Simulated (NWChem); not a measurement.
Species: Li2; SMILES [Li][Li]

```xyz
2

Li     0.0000     0.0000    -1.3635
Li     0.0000     0.0000     1.3635
```
Atoms are numbered in this order, from 1.

Coordinates come from a B3LYP/6-31G* (spherical d) optimisation.

Q: List the 6 lowest vertical singlet excitations and the 6 lowest triplet ones from LRC-wPBEh/def2-SVPD, TDA (NWChem).

A: 
| state | energy (eV) | oscillator strength | leading excitation (squared amplitude) |
|---|---|---|---|
| S1 | 2.07 | 0.606 | HOMO → LUMO (0.99) |
| S2 | 2.69 | 0.719 | HOMO → LUMO+1 (1.00) |
| S3 | 2.69 | 0.719 | HOMO → LUMO+2 (1.00) |
| S4 | 2.90 | 0.000 | HOMO → LUMO+3 (0.91) |
| S5 | 3.43 | 0.000 | HOMO → LUMO+4 (0.97) |
| S6 | 3.43 | 0.000 | HOMO → LUMO+5 (0.97) |
| T1 | 0.99 | spin-forbidden | HOMO → LUMO (0.95) |
| T2 | 1.14 | spin-forbidden | HOMO → LUMO+1 (0.94) |
| T3 | 1.14 | spin-forbidden | HOMO → LUMO+2 (0.94) |
| T4 | 1.89 | spin-forbidden | HOMO → LUMO+3 (0.88) |
| T5 | 3.06 | spin-forbidden | HOMO → LUMO+4 (0.91) |
| T6 | 3.06 | spin-forbidden | HOMO → LUMO+5 (0.91) |
